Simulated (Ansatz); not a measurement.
CH3AlS, SMILES `[CH2]1[AlH][S]1`, relaxed with RKS PBE0-D4/def2-TZVP in the Gaussian-basis code of Ansatz from a PBE-D4/def2-SVP geometry. The force threshold is 0.005 eV/Å; the program also tests the step.

Total charge 0; spin multiplicity 1.

Start:

```xyz
6

C    -0.664   -0.480    0.076
Al    1.059    0.388   -0.062
S    -0.805    1.434   -0.218
H    -1.115   -1.050   -0.758
H    -1.111   -0.772    1.044
H     2.637    0.479   -0.081
```

| step | energy (eV) | largest force (eV/Å) | largest move (Å) |
| --- | --- | --- | --- |
| 1 | -18510.6851 | 0.630 | 0.000 |
| 2 | -18510.7101 | 0.228 | 0.021 |
| 3 | -18510.7137 | 0.077 | 0.018 |
| 4 | -18510.7140 | 0.018 | 0.006 |
| 5 (rejected) | -18510.7140 | 0.037 | 0.004 |
| 6 | -18510.7141 | 0.002 | 0.001 |

End:

```xyz
6

C    -0.656   -0.473    0.075
Al    1.044    0.392   -0.063
S    -0.804    1.408   -0.215
H    -1.099   -1.032   -0.747
H    -1.094   -0.759    1.028
H     2.610    0.465   -0.078
```

It took 15 s on 2 threads of an Arm Neoverse V1 on a shared host, with 0.21 GiB of host memory at the peak.
